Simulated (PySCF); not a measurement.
## A PySCF run on O₂

State: ³Σg⁻ (triplet), unpaired electrons π ↑↑.

An equivalent input (the run itself took its basis sets from the Basis Set Exchange, started from a PBE0 density and held the occupation σ 5α 5β, πx 2α 1β, πy 2α 1β):

```python
from pyscf import gto, scf, cc
mol = gto.M(atom='O 0 0 0; O 0 0 1.203', basis={'O': 'pcseg-1'},
            charge=0, spin=2, verbose=4, symmetry='C2v')
mf = scf.UHF(mol)
mf.irrep_nelec = {'A1': (5, 5), 'B1': (2, 1), 'B2': (2, 1)}
mf.conv_tol = 1e-9
mf.max_cycle = 60
mf.diis_space = 10
mf.kernel()
mycc = cc.CCSD(mf, frozen=[[0, 1], [0, 1]])
mycc.run(conv_tol=1e-7, conv_tol_normt=1e-5, max_cycle=80, diis_space=8)
et = mycc.ccsd_t()
```

The SCF ended at -149.56969508 hartree. The coupled-cluster part of the log:

```
******** <class 'pyscf.cc.uccsd.UCCSD'> ********
CC2 = 0
CCSD nocc = (7, 5), nmo = (26, 26)
frozen orbitals [[0, 1], [0, 1]]
max_cycle = 80
direct = 0
conv_tol = 1e-07
conv_tol_normt = 1e-05
diis_space = 8
diis_start_cycle = 0
diis_start_energy_diff = 1e+09
Init t2, MP2 energy = -0.343612097535703
Init E_corr(UCCSD) = -0.343612097536594
cycle = 1  E_corr(UCCSD) = -0.33228675676709  dE = 0.0113253408  norm(t1,t2) = 0.0740558
cycle = 2  E_corr(UCCSD) = -0.344863584551031  dE = -0.0125768278  norm(t1,t2) = 0.0211049
cycle = 3  E_corr(UCCSD) = -0.344834694410727  dE = 2.88901403e-05  norm(t1,t2) = 0.00849876
cycle = 4  E_corr(UCCSD) = -0.346354879294684  dE = -0.00152018488  norm(t1,t2) = 0.00337644
cycle = 5  E_corr(UCCSD) = -0.346297898672295  dE = 5.69806224e-05  norm(t1,t2) = 0.000520331
cycle = 6  E_corr(UCCSD) = -0.346295084119703  dE = 2.81455259e-06  norm(t1,t2) = 0.000125068
cycle = 7  E_corr(UCCSD) = -0.346301830637301  dE = -6.7465176e-06  norm(t1,t2) = 4.05402e-05
cycle = 8  E_corr(UCCSD) = -0.346301296694835  dE = 5.33942466e-07  norm(t1,t2) = 7.18195e-06
cycle = 9  E_corr(UCCSD) = -0.346301130736574  dE = 1.65958261e-07  norm(t1,t2) = 1.86899e-06
cycle = 10  E_corr(UCCSD) = -0.346301157740323  dE = -2.70037496e-08  norm(t1,t2) = 4.70138e-07
UCCSD converged
E(UCCSD) = -149.9159962329268  E_corr = -0.3463011577403234
UCCSD(T) correction = -0.00945702617626723
```

T1 diagnostic 0.015, D1 0.037, 12 electrons correlated.

Repeating this along the bond gives Re = 1.224 Å and ωe = 1556 cm⁻¹.

A point of this curve took 0.59 CPU seconds beside 0.013 for the integrals (shared host).

Correlated steps freeze 2 core orbitals. The state is the lowest determinant that a PBE0 search found; another state may lie lower at other levels.
